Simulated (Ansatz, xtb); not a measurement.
# Isomers of C2H4Si− in order of energy

7 gas-phase structures of C2H4Si−, found in a search over its isomers (lower ones may exist). Each was relaxed with GFN2-xTB:

A. the doublet with the links of `[H]/[C]=C\[SiH2-]`
B. a doublet given by its coordinates
C. a doublet given by its coordinates
D. the doublet with the links of `[CH]1[CH-][SiH2]1`
E. the doublet with the links of `C=[C][SiH2-]`
F. the doublet with the links of `[H]/[C-]=[C]/[SiH3]`
G. the doublet with the links of `[CH]1C[SiH-]1`

C (Å):

```tsv
atom	x (Å)	y (Å)	z (Å)
C	-1.1124	-0.4988	-0.2202
C	-1.2135	-0.5520	-1.5717
Si	0.2003	-0.5420	-2.7228
H	-0.1473	-0.4446	0.2693
H	-1.9752	-0.5060	0.4457
H	-2.2437	-0.6048	-1.9597
H	-0.4970	-0.6165	-4.0539
```

Close contacts (Å): C1–C2 1.36, C2–Si3 1.82, C1–H4 1.08, C1–H5 1.09, C2–H6 1.10, Si3–H7 1.50.

B (Å):

```xyz
7

C    -1.1180   -0.1379    0.1292
C    -1.0131   -0.9040   -2.9321
Si   -0.2077   -0.4624   -1.3865
H    -1.9582   -0.8001    0.3798
H    -0.5419    0.0867    1.0368
H    -1.9275   -0.3621   -3.2103
H    -0.3825   -1.0452   -3.8188
```

Close contacts (Å): C1–Si3 1.80, C2–Si3 1.80, C1–H4 1.10, C1–H5 1.10, C2–H6 1.10, C2–H7 1.10.

Task: Which do you expect lowest at r2SCAN-D4/def2-SVPD, and how would the others follow?

Result: Calculated order at r2SCAN-D4/def2-SVPD: C (0.0), B (77.6), G (110.6), F (127.2), E (142.4), A (150.7), D (153.3) kJ/mol. Less than 1 kcal/mol parts A and D, so the order within that pair means little.

Energies above the lowest of each column, in kJ/mol; the last columns are at PBE-D3(BJ)/def2-SVPD geometries and were run for some of them only (a dash: not run or not comparable):

| structure | GFN2-xTB | HF/STO-3G | r2SCAN-D4/def2-SVPD | PBE-D3(BJ)/def2-SVPD | CCSD(T)/def2-SVPD |
| --- | --- | --- | --- | --- | --- |
| C | 31.1 | 0.0 | 0.0 | 0.0 | 0.0 |
| B | 117.1 | 136.6 | 77.6 | 63.5 | 60.7 |
| G | 112.7 | 45.5 | 110.6 | 95.6 | 110.3 |
| F | 0.0 | 181.5 | 127.2 | – | – |
| E | 27.5 | 194.9 | 142.4 | – | – |
| A | 101.2 | 137.2 | 150.7 | – | – |
| D | 99.2 | 222.1 | 153.3 | – | – |

CCSD(T)/def2-SVPD puts C lowest of those it was run on; GFN2-xTB picks F. Flexible structures stand in one conformer each, not always the lowest. Frequencies (PBE-D3(BJ)/def2-SVPD) were run for B, C, G alone. Open shells are spin-unrestricted, some with notable spin contamination.

Over these structures GFN2-xTB departs from r2SCAN-D4/def2-SVPD by 54.2 kJ/mol on average once a common shift is removed. A GFN2-xTB relaxation took about 0.39 s and the r2SCAN-D4/def2-SVPD energy about 6 s on a shared host (Ansatz 0.2.0, xtb 6.7.1).
